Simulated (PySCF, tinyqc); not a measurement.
Worked calculation: RHF in the sto-3g basis, for CH2, spin multiplicity 1. The lowest restricted solution is unstable here: a spin-polarised one lies 0.0280 hartree lower (PySCF). Computed by tinyqc, a small Python program that keeps every step (integrals from PySCF). Settings: charge = 0, multiplicity = 1, basis = sto-3g, energy threshold = 1e-10, iteration cap = 50, orthogonalisation = symmetric, start = Wolfsberg-Helmholz matrix, DIIS depth = 8, method = RHF. Command: `OMP_NUM_THREADS=1 python tinyqc.py 29674 29675 out.jsonl` (the two numbers bound the seeds that draw the settings). One thread of a shared host (Intel(R) Xeon(R) Processor @ 2.60GHz), about 0.06 s of CPU time with the checks.

Geometry (angstrom):

| atom | x | y | z |
|---|---|---|---|
| C | 0.000000 | 0.000000 | 0.000000 |
| H | 0.000000 | 0.988000 | 0.690000 |
| H | 0.000000 | -0.981000 | 0.685000 |

Stop when the energy changes by less than 1e-10 hartree and every element of the error matrix X^T (F D S - S D F) X is below 3e-06.

Course of the cycle:

| iteration | E (hartree) | change | largest element of the error matrix |
|---|---|---|---|
| 1 | -38.16170669 | - | 3.37e-01 |
| 2 | -38.34718521 | -1.85e-01 | 7.29e-02 |
| 3 | -38.35814718 | -1.10e-02 | 2.62e-02 |
| 4 | -38.35943502 | -1.29e-03 | 3.40e-03 |
| 5 | -38.35947349 | -3.85e-05 | 5.63e-04 |
| 6 | -38.35947433 | -8.41e-07 | 4.59e-06 |
| 7 | -38.35947433 | -8.37e-11 | 1.29e-06 |

Can the last value be used, and what does the course show?

Yes. Converged in 7 iterations. PySCF RHF in the same basis = -38.35947433 hartree.
